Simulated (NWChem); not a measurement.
All runs are NWChem calculations. System: dimethyl ether (C$_{2}$H$_{6}$O), charge 0, spin multiplicity 1, at a geometry optimised with PBE0/def2-SVP. Level: EOM-CCSD/def2-SVP, 3 core orbitals frozen.

Output (cleaned and shortened):

```
             Northwest Computational Chemistry Package (NWChem) 7.3.0
             --------------------------------------------------------

                                NWChem Input Module
                                -------------------

 Scaling coordinates for geometry "geometry" by  1.889725989
 (inverse scale =  0.529177249)

 Turning off AUTOSYM since
 SYMMETRY directive was detected!

                             Geometry "geometry" -> ""
                             -------------------------

 Output coordinates in angstroms (scale by  1.889725989 to convert to a.u.)

  No.       Tag          Charge          X              Y              Z
 ---- ---------------- ---------- -------------- -------------- --------------
    1 C                    6.0000    -1.16107900     0.00000000    -0.18806400
    2 O                    8.0000     0.00000000     0.00000000     0.57779000
    3 C                    6.0000     1.16107900     0.00000000    -0.18806400
    4 H                    1.0000    -1.23304200    -0.89523100    -0.83951400
    5 H                    1.0000    -1.23304200     0.89523100    -0.83951400
    6 H                    1.0000    -2.02146000     0.00000000     0.49625600
    7 H                    1.0000     1.23304200    -0.89523100    -0.83951400
    8 H                    1.0000     2.02146000     0.00000000     0.49625600
    9 H                    1.0000     1.23304200     0.89523100    -0.83951400

 Effective nuclear repulsion energy (a.u.)      84.3016847105

            Nuclear Dipole moment (a.u.)
            ----------------------------
        X                 Y               Z
 ---------------- ---------------- ----------------
     0.0000000000     0.0000000000     0.0000151178

      Symmetry information
      --------------------

 Group name             C2v
 Group number             16
 Group order               4
 No. of unique centers     4

      Symmetry unique atoms

     1    2    4    6


 Summary of "ao basis" -> "" (spherical)
 ------------------------------------------------------------------------------
       Tag                 Description            Shells   Functions and Types
 ---------------- ------------------------------  ------  ---------------------
 *                          def2-svp                  on all atoms

 Summary of "ao basis" -> "ao basis" (spherical)
 ------------------------------------------------------------------------------
       Tag                 Description            Shells   Functions and Types
 ---------------- ------------------------------  ------  ---------------------
 C                          def2-svp                 6       14   3s2p1d
 O                          def2-svp                 6       14   3s2p1d
 H                          def2-svp                 3        5   2s1p

                                 NWChem SCF Module
                                 -----------------

  ao basis        = "ao basis"
  functions       =    72
  atoms           =     9
  closed shells   =    13
  open shells     =     0
  charge          =   0.00
  wavefunction    = RHF
  use symmetry    = T
  symmetry adapt  = T

 Summary of "ao basis" -> "ao basis" (spherical)
 ------------------------------------------------------------------------------
       Tag                 Description            Shells   Functions and Types
 ---------------- ------------------------------  ------  ---------------------
 C                          def2-svp                 6       14   3s2p1d
 O                          def2-svp                 6       14   3s2p1d
 H                          def2-svp                 3        5   2s1p

      Symmetry analysis of basis
      --------------------------

        a1         26
        a2         11
        b1         22
        b2         13

 Forming initial guess at       0.0s

      Superposition of Atomic Density Guess
      -------------------------------------

 Sum of atomic energies:        -152.93644897

      Non-variational initial energy
      ------------------------------

 Total energy =    -154.634202
 1-e energy   =    -373.407406
 2-e energy   =     134.471520
 HOMO         =      -0.339314
 LUMO         =       0.108456
[...]
 Iteration  31 using   31 trial vectors
   0.0000313384952   0.4158487149473   11.31582     0.8     0.8

 Iteration  32 using   32 trial vectors
   0.0000145598739   0.4158485312046   11.31582     0.9     0.9

 Iteration  33 using   33 trial vectors
   0.0000071458727   0.4158485209954   11.31582     0.8     0.8
 --------------------------------------------------------------
 Iterations converged

 Excited state root  1
 Excitation energy / hartree =        0.415848522156309
                   / eV      =       11.315818853994939

 EOM-CCSD transition moments / hartree
 --------------------------------------------
 X    0.4394034 Y    0.0000000 Z    0.0000000
 Oscillator Strength                0.0535267
 --------------------------------------------

 EOM-CCSD dipole moments / hartree & Debye
 ------------------------------------
   X         0.0000000      0.0000000
   Y        -0.0000000     -0.0000000
   Z        -0.6589251     -1.6748332
 Total       0.6589251      1.6748332
 ------------------------------------

 Singles contributions
    14a1  (alpha) ---    11b1  (alpha)       -0.3070806096
    19a2  (alpha) ---    13b2  (alpha)        0.7721016464
    15b1  (alpha) ---    12a1  (alpha)       -0.3831636809
    17b2  (alpha) ---    10a2  (alpha)       -0.1444924621

 Doubles contributions

 =========================================
 Excited-state calculation ( b2  symmetry)
 =========================================
 Dim. of EOMCC iter. space      500

 EOMCCSD SOLVER TYPE  1
  maxdiff =   0.59969078776941664

 No. of initial right vectors    1

 EOM-CCSD right-hand side iterations
 --------------------------------------------------------------
      Residuum       Omega / hartree  Omega / eV    Cpu    Wall
 --------------------------------------------------------------

 Iteration   1 using    1 trial vectors
   0.6636445738990   0.4624232973846   12.58318     0.4     0.4

 Iteration   2 using    2 trial vectors
   0.1234889190395   0.3238421221597    8.81220     0.3     0.3

 Iteration   3 using    3 trial vectors
   0.0630633739192   0.3153659396906    8.58155     0.3     0.3

 Iteration   4 using    4 trial vectors
   0.0373080883096   0.3126867493991    8.50864     0.3     0.3

 Iteration   5 using    5 trial vectors
   0.0282327278114   0.3109445266183    8.46123     0.3     0.3

 Iteration   6 using    6 trial vectors
   0.0247998585684   0.3098111052186    8.43039     0.3     0.3

 Iteration   7 using    7 trial vectors
   0.0203606453843   0.3092236588386    8.41441     0.3     0.3

 Iteration   8 using    8 trial vectors
   0.0104344408138   0.3089449168282    8.40682     0.3     0.3

 Iteration   9 using    9 trial vectors
   0.0041422053043   0.3089118399805    8.40592     0.3     0.3

 Iteration  10 using   10 trial vectors
   0.0018494583627   0.3088996518493    8.40559     0.3     0.3

 Iteration  11 using   11 trial vectors
   0.0010413709048   0.3088908016404    8.40535     0.3     0.3

 Iteration  12 using   12 trial vectors
   0.0006649383211   0.3088817565317    8.40510     0.3     0.3

 Iteration  13 using   13 trial vectors
   0.0004690217247   0.3088836560550    8.40516     0.3     0.3

 Iteration  14 using   14 trial vectors
   0.0003735918015   0.3088859576513    8.40522     0.3     0.3

 Iteration  15 using   15 trial vectors
   0.0002111961668   0.3088853554525    8.40520     0.3     0.3

 Iteration  16 using   16 trial vectors
   0.0000854909849   0.3088852997577    8.40520     0.3     0.3

 Iteration  17 using   17 trial vectors
   0.0000401301468   0.3088849941492    8.40519     0.3     0.3

 Iteration  18 using   18 trial vectors
   0.0000200470235   0.3088849224895    8.40519     0.3     0.3

 Iteration  19 using   19 trial vectors
   0.0000100498209   0.3088850004098    8.40519     0.3     0.3

 Iteration  20 using   20 trial vectors
   0.0000053517684   0.3088849789897    8.40519     0.3     0.3
 --------------------------------------------------------------
 Iterations converged
 ------------------

 Excited state root  1
 Excitation energy / hartree =        0.308884978989704
                   / eV      =        8.405191512629008
 largest EOMCCSD amplitudes: R1 and R2

 Singles contributions
    14a1  (alpha) ---     7b2  (alpha)        0.1095358207
    14a1  (alpha) ---    13b2  (alpha)        0.8778930080
    20a1  (alpha) ---    13b2  (alpha)        0.2718745326

 Doubles contributions

 No. of initial left vectors    1

 EOM-CCSD left-hand side iterations
 --------------------------------------------------------------
      Residuum       Omega / hartree  Omega / eV    Cpu    Wall
 --------------------------------------------------------------

 Iteration   1 using    1 trial vectors
   0.7563874093598   0.4624232973846   12.58318     0.6     0.6

 Iteration   2 using    2 trial vectors
   0.1298883838507   0.3249868457047    8.84335     0.6     0.6

 Iteration   3 using    3 trial vectors
   0.0654196639549   0.3154435733876    8.58366     0.6     0.6

 Iteration   4 using    4 trial vectors
   0.0379106671081   0.3124844471248    8.50314     0.6     0.6

 Iteration   5 using    5 trial vectors
   0.0287708005537   0.3110495724013    8.46409     0.6     0.6

 Iteration   6 using    6 trial vectors
   0.0253105806320   0.3097639817247    8.42911     0.6     0.6

 Iteration   7 using    7 trial vectors
   0.0207215147500   0.3092484038848    8.41508     0.6     0.6

 Iteration   8 using    8 trial vectors
   0.0107432614534   0.3090186160640    8.40883     0.6     0.6

 Iteration   9 using    9 trial vectors
   0.0042123991067   0.3089306251675    8.40643     0.6     0.6

 Iteration  10 using   10 trial vectors
   0.0018722849157   0.3088979395600    8.40554     0.6     0.6

 Iteration  11 using   11 trial vectors
   0.0010551905737   0.3088912751245    8.40536     0.6     0.6

 Iteration  12 using   12 trial vectors
   0.0006840427309   0.3088811730130    8.40509     0.6     0.6

 Iteration  13 using   13 trial vectors
   0.0004834330678   0.3088845180375    8.40518     0.6     0.6

 Iteration  14 using   14 trial vectors
   0.0003798233458   0.3088852397654    8.40520     0.6     0.6

 Iteration  15 using   15 trial vectors
   0.0002207265480   0.3088844774817    8.40518     0.6     0.6

 Iteration  16 using   16 trial vectors
   0.0000889168313   0.3088853087433    8.40520     0.7     0.7

 Iteration  17 using   17 trial vectors
   0.0000416401159   0.3088850428898    8.40519     0.7     0.7

 Iteration  18 using   18 trial vectors
   0.0000207064093   0.3088848481613    8.40519     0.7     0.7

 Iteration  19 using   19 trial vectors
   0.0000105192123   0.3088849726087    8.40519     0.7     0.7

 Iteration  20 using   20 trial vectors
   0.0000055906243   0.3088849492100    8.40519     0.7     0.7
 --------------------------------------------------------------
 Iterations converged

 Excited state root  1
 Excitation energy / hartree =        0.308884978989704
                   / eV      =        8.405191512629008

 EOM-CCSD transition moments / hartree
 --------------------------------------------
 X    0.0000000 Y    0.6715422 Z    0.0000000
 Oscillator Strength                0.0928650
 --------------------------------------------

 EOM-CCSD dipole moments / hartree & Debye
 ------------------------------------
   X         0.0000000      0.0000000
   Y        -0.0000000     -0.0000000
   Z        -0.4689159     -1.1918743
 Total       0.4689159      1.1918743
 ------------------------------------

 Singles contributions
    14a1  (alpha) ---     7b2  (alpha)        0.1095358207
    14a1  (alpha) ---    13b2  (alpha)        0.8778930080
    20a1  (alpha) ---    13b2  (alpha)        0.2718745326

 Doubles contributions

 Task  times  cpu:      107.3s     wall:      107.3s

 Total times  cpu:      107.4s     wall:      107.4s
```

Question: Write an NWChem input that would produce this output.

Answer: This is not unique; one that fits is 
```
start mol
memory heap 100 mb stack 700 mb global 1900 mb
geometry units angstroms nocenter noautoz
  C     -1.161079     0.000000    -0.188064
  O      0.000000     0.000000     0.577790
  C      1.161079     0.000000    -0.188064
  H     -1.233042    -0.895231    -0.839514
  H     -1.233042     0.895231    -0.839514
  H     -2.021460     0.000000     0.496256
  H      1.233042    -0.895231    -0.839514
  H      2.021460     0.000000     0.496256
  H      1.233042     0.895231    -0.839514
  symmetry group C2v
end
basis spherical
  * library def2-svp
end
scf
  rhf
  nopen 0
  maxiter 100
  thresh 1e-7
  semidirect memsize 60000000 filesize 0
end
tce
  freeze core 3
  ccsd
  nroots 1
  2eorb
  2emet 13
  thresh 1e-5
  maxiter 200
  tilesize 24
  dipole
end
task tce energy
```
